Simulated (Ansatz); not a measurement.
PBE exchange is replaced step by step with exact exchange (0 % is PBE, 25 % PBE0; no dispersion term), basis def2-TZVP, Ansatz. System: BH2(CN) (CH₂BN). Total charge 0; singlet. Geometry: PBE0-D4/def2-TZVP.

Geometry of the singlet:

Cartesian coordinates in Å:
```
B -0.2934 -0.5271 0.0886
H 0.1219 -1.5102 -0.4346
H -1.2607 -0.5373 0.7792
C 0.4383 0.7885 -0.1328
N 0.9938 1.7860 -0.3005
```

```csv
exact exchange (%),HOMO (eV),LUMO (eV),gap (eV)
0,-8.40,-4.36,4.03
10,-8.94,-3.96,4.98
15,-9.21,-3.75,5.45
25,-9.75,-3.35,6.40
35,-10.30,-2.95,7.35
50,-11.12,-2.35,8.77
```

Problem. Fit a straight line to the column «gap (eV)» against the share of exact exchange and predict its value at 5 %.

Solution. With x = exact exchange (%) and y = gap (eV): mean x = 22.5, mean y = 6.163; Σ(x − x̄)(y − ȳ) = 155.2, Σ(x − x̄)² = 1638; slope b = 0.09475, intercept a = ȳ − b·x̄ = 4.031. The residuals of the fitted rows reach 0.00. At x = 5 the line gives 4.031 + (0.09475 × 5) = 4.50; the run gave 4.51, 0.01 more than the line.
